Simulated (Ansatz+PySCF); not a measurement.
## doublet C₂H₅: levels of theory in one basis

```xyz
7

C     0.0000    0.0158   -0.6902
C     0.0000   -0.0421    0.7904
H     0.9337    0.0148    1.3558
H    -0.9337    0.0148    1.3558
H     0.0000    1.0601   -1.0660
H     0.8914   -0.4658   -1.1233
H    -0.8914   -0.4658   -1.1233
```

Basis set: def2-SVP (spherical functions). Left uncorrelated: 2 orbitals. Correlation on ROHF uses semicanonical orbitals with singles. Charge 0, multiplicity 2.

Computed with Ansatz (development build ahead of 0.2.0); each method stands on the lowest determinant of its kind that the runs found. NEVPT2 correlates all electrons. Active spaces start from the frontier orbitals, and the lowest solution found is given.

```tsv
method	E − E(ROHF) (eV)	<S²> of the determinant
ROHF	0.00	0.75
UHF	-0.12	0.76
ROHF-MP2	-7.41	–
UHF-MP2	-7.41	0.76
ROHF-CCSD	-8.38	–
UHF-CCSD	-8.38	0.76
ROHF-CCSD(T)	-8.58	–
SC-NEVPT2(3,3)	-7.55	–
```

(1) What does CASSCF(3,3) give on the same scale?

(2) Is a single determinant a sound starting point here?

Results:

(1) -0.43 eV.

(2) By this sign, yes. Unrestricted orbitals gain 0.12 eV and <S²> is 0.76 against 0.75 for a pure state. The CASSCF(3,3) natural occupations are 1.98, 1.00, 0.02.
